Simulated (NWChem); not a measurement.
System: sulfur dioxide (SO$_{2}$); SMILES O=S=O

The following NWChem deck was run.

```
start job
memory heap 200 mb stack 900 mb global 1100 mb
geometry units angstroms noautosym nocenter noautoz
  O      1.250381     0.000000     0.373591
  S      0.000000     0.000000    -0.369092
  O     -1.250381     0.000000     0.373591
end
basis spherical
  O library def2-svp
  S library def2-svp
end
dft
  xc xcamb88 1.00 lyp 0.81 vwn_5 0.19 hfexch 1.00
  cam 0.33 cam_alpha 0.19 cam_beta 0.46
  iterations 150
end
property
  efieldgrad
end
task dft property
```

Parts of the log:

```
             Northwest Computational Chemistry Package (NWChem) 7.3.0
             --------------------------------------------------------

                             Geometry "geometry" -> ""
                             -------------------------

 Output coordinates in angstroms (scale by  1.889725989 to convert to a.u.)

  No.       Tag          Charge          X              Y              Z
 ---- ---------------- ---------- -------------- -------------- --------------
    1 O                    8.0000     1.25038100     0.00000000     0.37359100
    2 S                   16.0000     0.00000000     0.00000000    -0.36909200
    3 O                    8.0000    -1.25038100     0.00000000     0.37359100

 Effective nuclear repulsion energy (a.u.)     106.6927956085

                              NWChem Property Module
                              ----------------------

  itol2e modified to match energy
  convergence criterion.

                                 NWChem DFT Module
                                 -----------------

 Summary of "ao basis" -> "ao basis" (spherical)
 ------------------------------------------------------------------------------
       Tag                 Description            Shells   Functions and Types
 ---------------- ------------------------------  ------  ---------------------
 O                          def2-svp                 6       14   3s2p1d
 S                          def2-svp                 8       18   4s3p1d

  itol2e modified to match energy
  convergence criterion.

            General Information
            -------------------
          SCF calculation type: DFT
          Wavefunction type:  closed shell.
          No. of atoms     :     3
          No. of electrons :    32
           Alpha electrons :    16
            Beta electrons :    16
          Charge           :     0
          Spin multiplicity:     1
          Use of symmetry is: off; symmetry adaption is: off
          Maximum number of iterations: 150
          AO basis - number of functions:    46
                     number of shells:    20
          Convergence on energy requested:  1.00D-07
          Convergence on density requested:  1.00D-05
          Convergence on gradient requested:  5.00D-04

              XC Information
              --------------
                     Hartree-Fock (Exact) Exchange  1.000
                   CAM-Becke88 Exchange Functional  1.000
                      VWN V Correlation Functional  0.190 local
              Lee-Yang-Parr Correlation Functional  0.810

[...]

          -----------------------
          Electric field gradient
          -----------------------

 1 a.u. = 0.324123 10**(16) esu/cm**3  ( or statvolts/cm**2 ) = 0.97174 10**(22) v/m**2

 ------------------------------------------------------------
   Atom      X         Y         Z
 ------------------------------------------------------------
    1 O    2.36288   0.00000   0.70598
 ------------------------------------------------------------

 Electric field gradient in molecular frame (a.u.)
         XX             YY             ZZ             XY             XZ             YZ
 ------------------------------------------------------------------------------------------
       -0.316988      -0.747875       1.064863       0.000000      -0.663566       0.000000

 Principal components (a.u.) and orientation
 of principal axis w.r.t. absolute frame                      Asymmetry parameter eta
 --------------------------------------------------------------------------------------
        1.331903      -0.747875      -0.584029                       0.123017

       -0.373335      -0.000000       0.927697
        0.000000       1.000000       0.000000
        0.927697      -0.000000       0.373335

 ------------------------------------------------------------
   Atom      X         Y         Z
 ------------------------------------------------------------
    2 S    0.00000   0.00000  -0.69748
 ------------------------------------------------------------

 Electric field gradient in molecular frame (a.u.)
         XX             YY             ZZ             XY             XZ             YZ
 ------------------------------------------------------------------------------------------
       -0.357259      -1.211492       1.568751       0.000000      -0.000001       0.000000

 Principal components (a.u.) and orientation
 of principal axis w.r.t. absolute frame                      Asymmetry parameter eta
 --------------------------------------------------------------------------------------
        1.568751      -1.211492      -0.357259                       0.544530

       -0.000000      -0.000000       1.000000
        0.000000       1.000000       0.000000
        1.000000      -0.000000       0.000000

 ------------------------------------------------------------
   Atom      X         Y         Z
 ------------------------------------------------------------
    3 O   -2.36288   0.00000   0.70598
 ------------------------------------------------------------

 Electric field gradient in molecular frame (a.u.)
         XX             YY             ZZ             XY             XZ             YZ
 ------------------------------------------------------------------------------------------
       -0.316988      -0.747876       1.064864       0.000000       0.663566       0.000000

 Principal components (a.u.) and orientation
 of principal axis w.r.t. absolute frame                      Asymmetry parameter eta
 --------------------------------------------------------------------------------------
        1.331904      -0.747876      -0.584028                       0.123018

        0.373335      -0.000000       0.927697
        0.000000       1.000000       0.000000
        0.927697       0.000000      -0.373335
```

Level: CAM-B3LYP/def2-SVP. All runs use the structure optimised with PBE0/def2-SVP. NWChem prints the field gradient with the sign opposite to the second derivative of the potential.
